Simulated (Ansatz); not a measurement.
The same path of CH5B (7 atoms, charge 0, multiplicity 1) was run 3 times with different band settings. The coordinate that changes most is the dihedral H4–B1–C2–H7.

Computed with RKS r2SCAN-D4/def2-SVP in Ansatz.

Relaxed end points:

```xyz
7
Properties=species:S:1:pos:R:3
B -0.246 -0.851 0.044
C 0.139 0.652 0.016
H 0.316 -1.623 0.788
H -1.062 -1.300 -0.730
H 0.569 1.051 0.946
H 0.970 0.667 -0.725
H -0.625 1.336 -0.384
```

```xyz
7
Properties=species:S:1:pos:R:3
B -0.247 -0.851 0.035
C 0.131 0.649 -0.090
H -0.928 -1.247 0.956
H 0.194 -1.670 -0.740
H 1.068 0.704 0.509
H 0.407 0.989 -1.099
H -0.564 1.358 0.383
```

Common settings: optimiser quadratic models (default); start path through a guess of the saddle point; force threshold 0.05 eV/Å; iteration limit 60; end points relaxed.

| run | movable images | climbing image | spring |
| --- | --- | --- | --- |
| 1 | 5 | yes | 5.0 eV/Å² |
| 2 | 5 | yes | 50.0 eV/Å² |
| 3 | 8 | no | 5.0 eV/Å² |

Q: What does each run give, and how far can it be trusted?

A: Run 1: converged after 8 iterations, highest image 0.010 eV above the first end. Beside the main top the profile has a ripple of under 15 meV (maxima at images 2, 5), which may be a very shallow well or noise. A vibrational analysis at the climbing image gives one clearly imaginary mode, 174i cm⁻¹: a first-order saddle point.
Run 2: converged after 8 iterations, highest image 0.010 eV above the first end. Beside the main top the profile has a ripple of under 15 meV (maxima at images 2, 5), which may be a very shallow well or noise. Another band between the same ends (5 images) ends at a top of the same energy, where a vibrational analysis finds 1 clearly imaginary mode.
Run 3: converged after 6 iterations, highest image 0.010 eV above the first end. Beside the main top the profile has a ripple of under 15 meV (maxima at images 2, 7), which may be a very shallow well or noise. No image climbed, so the highest image needn't sit at the top of the path.
